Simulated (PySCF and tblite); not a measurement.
Results of a calculation; reference values are marked as such.
System: C₃H₅F₂N, numbered as in [F:1][CH:2]([F:3])[C@@H:4]1[CH2:5][NH:6]1.

The path came from a restrained scan, a climbing-image band and a saddle search at GFN2-xTB; energies are revPBE/pcSseg-1 + D3(BJ)//PBE0-D3(BJ)/def2-SVP, thermal terms GFN2-xTB. Rate constants are transition-state-theory values, counting equivalent paths, without tunnelling. (PySCF 2.14 with density fitting, tblite 0.8.)

(1) How high is the barrier to the pyramidal inversion at N6, through which structure does it pass, and what rate follows at 298 K?

## Answers

(1) The electronic barrier is 15.9 kcal/mol and ΔG‡(298 K) 14.5 kcal/mol, over a C1 saddle with an imaginary mode of 922i cm⁻¹ (GFN2-xTB). With 1 equivalent path, k is 142 s⁻¹, a mean lifetime of the start of 7 ms against this motion. The end lies 1.0 kcal/mol above the start in free energy.
